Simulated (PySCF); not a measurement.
**Working out the ionisation energy of Ne**

Ne [Ne] (1S) → Ne⁺ [He] 2s2 2p5 (2P). All numbers are calculated (PySCF 2.14, the spin-free X2C one-electron Hamiltonian (Gaussian nucleus), in dyall-acv3z (15s9p4d2f, 76 functions)). Frozen: nothing; the 5 highest virtual orbitals dropped. Energies in hartree (1 hartree = 27.21139 eV):

```json
{"part": "UHF", "Ne (lower)": "-128.684454", "Ne⁺ (upper)": "-127.962646"}
{"part": "MP2 opposite-spin", "Ne (lower)": "-0.258843", "Ne⁺ (upper)": "-0.208898"}
{"part": "MP2 same-spin", "Ne (lower)": "-0.081286", "Ne⁺ (upper)": "-0.057812"}
```

Question: What does Hartree-Fock give?

Answer: (-127.962646) − (-128.684454) = 0.721808 hartree = 19.641 eV.

Question: What do MP2 and SCS-MP2 (6/5 opposite-spin, 1/3 same-spin) give?

Answer: The opposite-spin parts differ by 1.359 eV and the same-spin parts by 0.639 eV. MP2: 19.641 + (1.359) + (0.639) = 21.639 eV. SCS-MP2: 19.641 + 1.2 × (1.359) + (0.639)/3 = 21.485 eV.

Measured between the centres of the two terms (NIST): 21.597 eV, so MP2 (valence and next inner shell) is off by 0.042 eV.

What remains against the reference includes basis incompleteness and correlation beyond second order.
